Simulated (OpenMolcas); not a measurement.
# One shape, several levels: AlCl (aluminium monochloride)

Aim: a comparison of 6 runs (UHF/STO-3G, M06-2X/STO-3G, PBE0/STO-3G, UB3LYP/STO-3G, UPBE/STO-3G, CISD/STO-3G) of AlCl (aluminium monochloride). 

The calculation is run with OpenMolcas 26.06.

3 further runs of the same task are left out: 1 for a known fault of the program, 2 set aside as unsound or not needed.

## 1. The molecule

AlCl has 2 atoms, charge 0, and is taken as a singlet. SMILES: `[Al][Cl]`. The Al1–Cl2 distance was set to 3.728 Å, away from the relaxed value.

## 2. A single-point energy at UHF/STO-3G (run 1)

test.inp

```
>>> EXPORT MOLCAS_PRINT=2
&GATEWAY
BasLib
$CurrDir
Coord
2
angstrom
Al       0.000000       0.000000      -1.597587
Cl       0.000000       0.000000       2.130113
Basis
STO-3G
Group
NoSym
&SEWARD
&SCF
UHF
Thresholds
1e-10 1e-07 1e-07 1e-05
Scramble
0.25
PrOrbitals
1 1
```

The basis set STO-3G is read from a file made from the Basis Set Exchange's data (not shown).

Started as:

```bash
export MOLCAS_MEM=1860
pymolcas test.inp > test.log
```

Log:

```text
--- Start Module: gateway ---
[...]
--- Stop Module: gateway /rc=_RC_ALL_IS_WELL_ ---
--- Start Module: seward ---
[...]
      Basis functions           18
--- Stop Module: seward /rc=_RC_ALL_IS_WELL_ ---
--- Start Module: scf ---
[...]
       Convergence after  16 Iterations
[...]
::    Total SCF energy                               -693.5109336776
[...]
      Total spin, S                                    -0.0000000000
[...]
      Total electronic charge=   30.000000
      Total            charge=   -0.000000
[...]
      Dipole Moment (debye):
      Origin of the operator (angstrom)=    0.0000    0.0000    0.5066
                   X= -1.5403E-08               Y= -3.2591E-09               Z= -1.6376E+01           Total=  1.6376E+01
      Quadrupole Moment (debye*angstrom):
[...]
--- Stop Module: scf /rc=_RC_ALL_IS_WELL_ ---
[...]
```

Wall time 2.2 s (1 thread of AMD EPYC 7R43 (Zen 3), shared host); peak memory 0.37 GiB.

## 3. The energy at M06-2X/STO-3G (run 2)

test.inp

```
&GATEWAY
BasLib=$CurrDir
Coord
2
angstrom
Al       0.000000       0.000000      -1.597587
Cl       0.000000       0.000000       2.130113
Basis=STO-3G
Group=NoSym
&SEWARD
GridInput
Grid=UltraFine
End of Grid
&SCF
KSDFT=M062X
Thresholds=1e-10 1e-07 1e-07 1e-05
PrOrbitals=1 1
```

The basis set STO-3G is read from a file made from the Basis Set Exchange's data (not shown).

Started as:

```bash
export MOLCAS_MEM=1860
pymolcas test.inp > test.log
```

Log:

```text
--- Start Module: gateway ---
[...]
--- Stop Module: gateway /rc=_RC_ALL_IS_WELL_ ---
--- Start Module: seward ---
[...]
      Basis functions           18
--- Stop Module: seward /rc=_RC_ALL_IS_WELL_ ---
--- Start Module: scf ---
[...]
       Convergence after  10 Iterations
[...]
::    Total KS-DFT energy                            -694.6211765463
[...]
      Total spin, S                                     0.0000000000
[...]
      Total electronic charge=   30.000000
      Total            charge=   -0.000000
[...]
      Dipole Moment (debye):
      Origin of the operator (angstrom)=    0.0000    0.0000    0.5066
                   X=  1.9018E-16               Y=  7.8196E-16               Z= -1.4171E+01           Total=  1.4171E+01
      Quadrupole Moment (debye*angstrom):
[...]
--- Stop Module: scf /rc=_RC_ALL_IS_WELL_ ---
[...]
```

Wall time 3.6 s (1 thread of AMD EPYC 7R43 (Zen 3), shared host); peak memory 0.37 GiB.

Runs 3 to 4 aren't shown in full; the table further down has their settings and results.

## 4. A single-point energy at UPBE/STO-3G (run 5)

test.input

```
>>> EXPORT MOLCAS_PRINT=2

&GATEWAY
  BasLib
  $CurrDir
  Coord
  2
  angstrom
  Al       0.000000       0.000000      -1.597587
  Cl       0.000000       0.000000       2.130113
  Basis
  STO-3G
  Group
  NoSym

&SEWARD
  GridInput
  Grid=UltraFine
  End of Grid

&SCF
  UHF
  KSDFT
  PBE
  Thresholds
  1e-10 1e-07 1e-07 1e-05
  Scramble
  0.25
  PrOrbitals
  1 1
```

The basis set STO-3G is read from a file made from the Basis Set Exchange's data (not shown).

Started as:

```bash
export MOLCAS_MEM=1860
pymolcas test.input > test.log
```

Log:

```text
--- Start Module: gateway ---
[...]
--- Stop Module: gateway /rc=_RC_ALL_IS_WELL_ ---
--- Start Module: seward ---
[...]
      Basis functions           18
--- Stop Module: seward /rc=_RC_ALL_IS_WELL_ ---
--- Start Module: scf ---
[...]
       Convergence after  49 Iterations
[...]
::    Total KS-DFT energy                            -694.2352329843
[...]
      Total spin, S                                    -0.0000000000
[...]
      Total electronic charge=   30.000000
      Total            charge=   -0.000000
[...]
      Dipole Moment (debye):
      Origin of the operator (angstrom)=    0.0000    0.0000    0.5066
                   X= -5.2826E-08               Y= -6.9922E-08               Z= -1.1630E+01           Total=  1.1630E+01
      Quadrupole Moment (debye*angstrom):
[...]
--- Stop Module: scf /rc=_RC_ALL_IS_WELL_ ---
[...]
```

Wall time 9.9 s (1 thread of AMD EPYC 7R43 (Zen 3), shared host); peak memory 0.37 GiB.

## 5. A single-point energy at CISD/STO-3G (run 6)

test.inp

```
>>> EXPORT MOLCAS_PRINT=2
&GATEWAY
BASLIB = $CurrDir
COORD
2
angstrom
Al       0.000000       0.000000      -1.597587
Cl       0.000000       0.000000       2.130113
BASIS = STO-3G
GROUP = NoSym
&SEWARD
&SCF
THRESHOLDS = 1e-10 1e-07 1e-07 1e-05
PRORBITALS = 1 1
&MOTRA
FROZEN = 10
&GUGA
ELECTRONS = 10
SPIN = 1
INACTIVE = 5
ACTIVE = 0
CIALL = 1
&CPF
SDCI
```

The basis set STO-3G is read from a file made from the Basis Set Exchange's data (not shown).

Started as:

```bash
export MOLCAS_MEM=1860
pymolcas test.inp > test.log
```

Log:

```text
--- Start Module: gateway ---
[...]
--- Stop Module: gateway /rc=_RC_ALL_IS_WELL_ ---
[...]
      Basis functions           18
[...]
       Convergence after   9 Iterations
[...]
::    Total SCF energy                               -693.5109336775
[...]
      Total spin, S                                     0.0000000000
[...]
      *** WARNING: Default frozen orbitals is overwritten by user input.
      *** Default values:   7
[...]
--- Start Module: guga ---
[...]
--- Stop Module: guga /rc=_RC_ALL_IS_WELL_ ---
--- Start Module: cpf ---
[...]
      Active orbitals                            0       0
[...]
      Spin quantum number                      0.0
[...]
     FINAL CI ENERGY          -693.54874929
     FINAL CORRELATION ENERGY   -0.03781562  REFERENCE ENERGY    -693.51093368
[...]
     REL. CI ENERGY           -693.54874929
[...]
      Total electronic charge=   30.000000
      Total            charge=   -0.000000
[...]
      Dipole Moment (debye):
      Origin of the operator (angstrom)=    0.0000    0.0000    0.5066
                   X= -3.1601E-16               Y=  1.9452E-16               Z= -1.6473E+01           Total=  1.6473E+01
      Quadrupole Moment (debye*angstrom):
[...]
--- Stop Module: cpf /rc=_RC_ALL_IS_WELL_ ---
[...]
```

Wall time 2.1 s (1 thread of AMD EPYC 7R43 (Zen 3), shared host); peak memory 0.37 GiB.

## 6. The series

| run | level | scramble | integration grid | energy (Eh) | dipole moment (D) of the reference | HOMO energy (eV) | LUMO energy (eV) | wall time |
| --- | --- | --- | --- | --- | --- | --- | --- | --- |
| 1 | UHF/STO-3G | 0.25 | – | -693.510934 | 16.38 | -2.76 | 4.76 | 2.2 s |
| 2 | M06-2X/STO-3G | – | UltraFine | -694.621177 | 14.17 | -1.52 | 2.12 | 3.6 s |
| 3 | PBE0/STO-3G | – | UltraFine | -694.338442 | 13.07 | -0.69 | 1.36 | 3.6 s |
| 4 | UB3LYP/STO-3G | 0.25 | UltraFine | -694.588282 | 12.68 | -0.52 | 1.19 | 7.2 s |
| 5 | UPBE/STO-3G | 0.25 | UltraFine | -694.235233 | 11.63 | 0.20 | 0.68 | 9.9 s |
| 6 | CISD/STO-3G | – | – | -693.548749 | 16.38 | -2.76 | 4.76 | 2.1 s |

## 7. Outcome

```
                                           quantity          value
                                run 6: total energy  -693.54875 Eh
          run 6: dipole moment (mean-field density)        16.38 D
         run 6: HOMO energy (Hartree–Fock orbitals)       -2.76 eV
         run 6: LUMO energy (Hartree–Fock orbitals)        4.76 eV
       run 6: HOMO–LUMO gap (Hartree–Fock orbitals)        7.52 eV
run 6: correlation energy (10 core orbitals frozen)      -37.8 mEh
```

What this shows: Over runs 1, 2, 3, 4, 5 the dipole moment (its size) runs from 11.63 D (UPBE/STO-3G) to 16.38 D (UHF/STO-3G). Over runs 1, 2, 3, 4, 5 the HOMO–LUMO gap runs from 0.48 eV (UPBE/STO-3G) to 7.52 eV (UHF/STO-3G). Exact exchange widens orbital gaps. Totals of different functionals can't be ranked against each other. In runs 1, 2, 3, 4, 5, 6 the basis is minimal, so the values are rough. All runs together took 29 s, the longest 9.9 s.
